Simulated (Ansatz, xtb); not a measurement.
**Relative energy of two isomers of CH3NSi**

Structure I is `CN=[Si]`, a singlet and structure II is `[C-]#[N+][SiH3]`, a singlet. Both are isolated molecules in the gas phase, relaxed with B3LYP-D4/def2-TZVP.

Quicker runs give these differences E(II) − E(I): GFN2-xTB +0.378 eV; HF/STO-3G −1.041 eV (at GFN2-xTB geometries); r2SCAN-D4/def2-SVP +0.317 eV (at GFN2-xTB geometries).

**Question.** Estimate which is lower in electronic energy at CCSD(T)/def2-TZVPP, and by roughly how much.

**Answer.** Too close to call at this level: CCSD(T)/def2-TZVPP gives E(II) − E(I) = +0.002 eV.

How the difference moves with the method:

```tsv
level	geometry	E(II) − E(I) (eV)	departure from the last row (eV)	job, with rough time for the two
GFN2-xTB	GFN2-xTB	+0.378	+0.375	optimisation, 0.11 s
HF/STO-3G	GFN2-xTB	−1.041	−1.044	single point, 0.16 s
r2SCAN-D4/def2-SVP	GFN2-xTB	+0.317	+0.314	single point, 0.98 s
B3LYP-D4/def2-TZVP	B3LYP-D4/def2-TZVP	+0.055	+0.053	optimisation, 8.1 s
HF/def2-TZVPP	B3LYP-D4/def2-TZVP	−0.855	−0.857	part of the CCSD(T) run
MP2/def2-TZVPP	B3LYP-D4/def2-TZVP	+0.152	+0.149	part of the CCSD(T) run
CCSD(T)/def2-TZVPP	B3LYP-D4/def2-TZVP	+0.002		single point, 14 s
```

As drawn, II has 1 C≡N, 1 N–Si, 3 Si–H in place of 1 C–N, 1 N=Si, 3 C–H.

The largest departure from CCSD(T)/def2-TZVPP is that of HF/STO-3G, 1.044 eV.

With harmonic frequencies from B3LYP-D4/def2-TZVP (ideal gas, rigid rotor, one conformer each, 298.15 K, 1 atm): on the last row, ΔE + ΔZPE = −0.258, ΔH = −0.244, ΔG = −0.276 eV.

The correlated steps freeze 7 core orbitals. Run with Ansatz 0.2.0, xtb 6.7.1; the last row on 2 threads of Intel(R) Xeon(R) Platinum 8488C (Sapphire Rapids) on a shared host.
